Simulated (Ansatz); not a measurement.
A run of Ansatz (development build ahead of 0.2.0) on singlet H2O at this shape:

```xyz
3

O     0.0000    0.0000   -0.1292
H     0.0000    0.8145    0.5169
H     0.0000   -0.8145    0.5169
```

Its results:

```
Converged                       : yes
Reference energy                : -76.04280 hartree
Correlation energy              : -0.26081 hartree
Total energy                    : -76.30361 hartree
Spin squared of the determinant : 0.000
```

Q: Which input gives this output? Name the method, the orbitals and the basis set, and write the input.

A: RHF-MP2 in def2-TZVP. An unrestricted run that stays on the closed shell gives the same numbers.

```yaml
crystal:
  periodic: [false, false, false]
  atoms:
    - { symbol: O, position_ang: [0.0, 0.0, -0.12924] }
    - { symbol: H, position_ang: [0.0, 0.81451, 0.51694] }
    - { symbol: H, position_ang: [0.0, -0.81451, 0.51694] }
basis:
  gaussian: { orbitals: def2-TZVP }
hamiltonian:
  xc: hf
correlation:
  method: mp2
  frozen_orbitals: { H: 0, O: 1 }
```
